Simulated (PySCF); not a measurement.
**How the method moves the proton affinities of 1,3,5-triazine**

Structure: `c1ncncn1` (C3H3N3). Atom numbers as in the mapped SMILES `[cH:1]1[n:2][cH:3][n:4][cH:5][n:6]1`. These are map numbers, not IUPAC locants.

All levels share the PBE0-D3(BJ)/def2-SVP structures and the GFN2-xTB thermal terms; only the single-point energies (PySCF) change. Values are proton affinities (298 K, kJ/mol).

Measured (NIST Chemistry WebBook): proton affinity (−ΔH) 849 kJ/mol.

| level | N2 | time |
| --- | --- | --- |
| PBE0-D3(BJ)/aug-pcseg-1 | 847 | 12 s |
| PBE0-D3(BJ)/6-311+G** | 849 | 10 s |
| BP86-D3(BJ)/def2-TZVP | 852 | 40 s |
| PBE0-D3(BJ)/ma-def2-TZVP | 854 | 20 s |
| PBE0-D3(BJ)/6-31G* | 854 | 4.5 s |
| PBE0-D3(BJ)/def2-TZVP | 855 | – |
| PBE0-D3(BJ)/pcseg-2 | 855 | 19 s |
| PBE0-D3(BJ)/def2-SVPD | 856 | 9.2 s |
| LC-ωPBE/def2-TZVP | 857 | 41 s |
| ωB97X-D3(BJ)/def2-TZVP | 859 | 19 s |
| OPBE/def2-TZVP | 867 | 36 s |

Times are wall times for all single points of a level on 1 thread of Intel Xeon @ 2.80GHz, a shared host; the dash marks the run that also made the structures. BP86, LC-ωPBE, OPBE ran on a slower path of this set-up, which computes the density-fitting integrals anew in every SCF cycle while the other levels store them. So the times needn't show the usual order of cost, and those levels read slower than they are.

The spread: 20 kJ/mol, from 847 to 867.
